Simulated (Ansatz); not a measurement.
# H2MgSi: the cost of one run

Method: the settings change from run to run; program: Ansatz 0.2.0, Gaussian basis.

20 further runs of the same task are left out: 8 for a known fault of the program, 9 that didn't finish, 3 set aside as unsound or not needed.

## (1) What is computed

The geometry derives from a PBE0/def2-TZVP stationary point (not a proven minimum). All distances are scaled together.

4 atoms, charge 0, spin multiplicity 1.

Atoms are counted from 1 here; the program's logs count them from 0.

Bond lengths: Mg2–H4 2.202 Å.

## (2) BCCD(T)/def2-TZVP

Contents of in.yaml:

```yaml
crystal:
  periodic: [false, false, false]
  atoms:
    - {symbol: Si, position_ang: [0.000000, -0.097104, 1.631582]}
    - {symbol: Mg, position_ang: [0.000000, 0.033273, -1.787346]}
    - {symbol: H, position_ang: [0.000000, 1.868748, 1.625304]}
    - {symbol: H, position_ang: [0.000000, 0.034659, -3.988891]}
basis:
  gaussian: {orbitals: def2-TZVP}
magnetization: {spin_polarized: false}
hamiltonian: {xc: {name: r2SCAN}}
correlation: {method: bccd_t, electrons: outside_noble_gas, diis_vectors: 1}
output: {forces: true}
```

Command:

```console
> ansatz run in.yaml --threads 1 --pin off --events-out ev --progress --plain --max-ram 2393MiB
```

**Question.** How long does this run take on 1 thread of AMD EPYC 9B45, shared host, and how much memory does it need?

About 6.5 s, with a peak of 0.34 GiB.
